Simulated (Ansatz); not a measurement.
This geometry of BH4N + ClH (8 atoms, charge 0, multiplicity 1) is a first-order saddle point.

Level of theory: RKS PBE/def2-SVP (Ansatz 0.2.0).

```xyz
8
Properties=species:S:1:pos:R:3
B -0.007 0.045 0.271
N -0.006 0.030 1.769
H -0.810 -0.375 2.258
H 0.873 -0.160 2.259
H 1.070 0.015 -0.281
H -1.040 -0.257 -0.283
Cl -0.317 2.454 0.471
H -0.184 1.411 1.532
```

Problem. Which two structures does it join? (They come from a converged band through this point; their orientation in space is the band's.)

Solution. Bonds broken: Cl7–H8. Bonds formed: B1–Cl7, N2–H8. BH4N + ClH becomes BClH5N.

First end point:

```xyz
8
Properties=species:S:1:pos:R:3
B 0.044 -0.352 0.217
N 0.026 -0.208 1.615
H -0.817 -0.333 2.180
H 0.875 -0.111 2.178
H 1.107 -0.264 -0.363
H -1.007 -0.542 -0.360
Cl -0.407 3.131 1.176
H -0.241 1.841 1.353
```

Last end point:

```xyz
8
Properties=species:S:1:pos:R:3
B -0.005 0.456 0.178
N -0.126 0.161 1.784
H -0.300 -0.836 1.982
H 0.740 0.445 2.268
H 0.958 -0.199 -0.205
H -1.084 0.125 -0.299
Cl 0.290 2.294 0.094
H -0.894 0.716 2.193
```

Problem. How far does it lie above each of them?

Solution. 45.4 kJ/mol above the first and 112.0 kJ/mol above the second. This is the barrier of this one path; another mechanism may lie lower. The orbitals stay closed-shell, which can raise the energy where a bond breaks towards radicals; this wasn't checked here.

The run took 80 s on 2 threads of Arm Neoverse V1, on a shared host, peak memory 0.14 GiB.
